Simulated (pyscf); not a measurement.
A first-order saddle from PySCF, ωB97X-D3(BJ)/def2-SVP:

```xyz
8

As    -0.0375    -1.7287     0.7517
Si    -1.2436    -0.1114    -0.0428
H      1.1685    -1.0144     0.1351
H     -0.8300     1.5221     0.2543
H     -2.7156     0.0101     0.0635
O     -0.8485     0.5878    -1.6796
H     -0.6689     1.4360    -0.7700
H     -0.0616     0.1918    -2.0889
```
Charge 0, spin multiplicity 1.

Surface: singlet, charge 0. Lowest wavenumbers (cm⁻¹): 1539i, 161, 327, 354, 466.

What reaction is this the transition state of?

H₂Si=AsH (SMILES [SiH2]=[AsH]) + H₂O (SMILES O) ⇌ HO–SiH=AsH (SMILES O[SiH]=[AsH]) + H₂ (SMILES [H][H]), a four-centre exchange read from left to right: H–Si, H–O broken and O–Si, H–H formed. At ωB97M-D3(BJ)/def2-TZVP it lies +17.7 kcal/mol from the left side and +36.0 kcal/mol from the right (each side as separated species at their lowest minima found). On the reactant side the descent ends in an adduct with a O–Si contact, 10.3 kcal/mol under the separated species and 29.0 kcal/mol under the saddle at ωB97X-D3(BJ)/def2-TZVP. What is counted as formed (O–Si) is already present as a longer contact in the reactant adduct; forming that adduct is a step of its own. The same reactants have a lower exit, to HO–SiH₂–AsH₂ (barrier -6.3 kcal/mol at ωB97M-D3(BJ)/def2-TZVP, against +17.7 kcal/mol here). One saddle was located; it need not be the lowest between these sides. Elements up to Kr have no core potential and no relativistic terms here.
